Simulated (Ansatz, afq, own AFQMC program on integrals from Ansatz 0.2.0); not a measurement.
# The Si1–H2 bond of SiH$_{2}$, singlet, worked out

```xyz
3

Si   -0.4939    0.4712   -0.2148
H     0.8452    0.5822    0.5255
H    -0.3513   -1.0533   -0.3107
```

The molecule and both fragments are relaxed with PBE0/def2-SVP; the fragments keep their bonds.

Basis def2-TZVP. Only valence electrons are correlated. AFQMC by an in-house program on the Cholesky factors that Ansatz 0.2.0 writes for its CCSD(T) run. ph-AFQMC/CISD is guided by a CISD state made of CCSD amplitudes; releasing the constraint for a short imaginary time cuts its bias at the price of noise, slowly where states lie close. Uncertainties: one standard error, sampling alone.

Total energies in eV. CBS is CCSD(T) at the limit of def2-TZVPP/QZVPP (extrapolated itself); the highest rung of each member is named.

Cautions: SiH₂ (singlet): restricted determinant unstable towards unrestricted (UHF 109 meV lower, ⟨S²⟩ 0.41), the released energies are still falling, so no released level is given (meV from the phaseless value at times in 1/Eh: -1.1 ± 1.6 at 0.24, -2.3 ± 1.3 at 0.51, -4.5 ± 1.5 at 0.99, -6.8 ± 1.2 at 1.62, -8.5 ± 1.8 at 2.40), though the last usable value meets CCSDTQ within the noise, the ph-AFQMC/CISD walk drifts between its halves (2.5 errors); SiH (doublet): the determinant is a saddle point among determinants of its kind.

| member | count | CCSD(T)/def2-TZVP | highest rung in def2-TZVP | which | CCSD(T)/CBS |
| --- | --- | --- | --- | --- | --- |
| SiH, doublet | +1 | -7878.7276 | -7878.7520 | FCI | -7879.3057 |
| H (doublet) | +1 | -13.6005 | -13.6005 | FCI | -13.6059 |
| SiH₂, singlet | -1 | -7895.6547 | -7895.6806 | CCSDTQ | -7896.3860 |

**Question.** Work out the best estimate of the bond energy: the CCSD(T)/CBS difference plus the step from CCSD(T) to the highest rung.

**Answer.** Sums with the counts: CCSD(T)/CBS 3.4744 eV, highest rung 3.3281 eV, CCSD(T)/def2-TZVP 3.3266 eV. The step is 3.3281 − 3.3266 = 0.0015 eV, so the best estimate is 3.4744 + (0.0015) = 3.4759 eV = 80.2 kcal/mol. The basis set is worth 0.148 eV of it. Zero-point, core-correlation and spin–orbit terms aren't in it. Past Ne the Hartree–Fock part of each CBS total tends to overshoot, since the cores don't follow the formula; that largely cancels in the difference.

Best estimates are given only where the step beyond CCSD(T) is under 0.3 eV and no member's determinant is very poor (T1 over 0.05, or 0.07 for open shells, ⟨S²⟩ too high by 0.3, two states mixed), so the hardest cases are missing from such tables.

CCSDT and higher add their correlation energy to the determinant of the CCSD(T) run, since their own runs factorise the integrals more tightly (a shift of under 2 meV). Each member of a difference takes its own highest rung, so a best estimate needn't equal the limit plus the step of one row.
